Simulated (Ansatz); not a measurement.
Input for Ansatz (development build ahead of 0.2.0):

```yaml
crystal:
  periodic: [false, false, false]
  atoms:
    - { symbol: O, position_ang: [0.0, 0.0, -0.09981] }
    - { symbol: H, position_ang: [0.0, 0.0, 0.7985] }
basis:
  gaussian: { orbitals: cc-pVTZ }
magnetization:
  spin_polarized: true
  initial_magnetization: 1
hamiltonian:
  xc: hf
correlation:
  method: mp2
  frozen_orbitals: { H: 0, O: 1 }
```

The input is written out in the form of the current development build from the run's settings.

Output:

```
Converged                       : yes
Reference energy                : -75.41631 hartree
Correlation energy              : -0.19735 hartree
Total energy                    : -75.61366 hartree
Spin squared of the determinant : 0.755
```
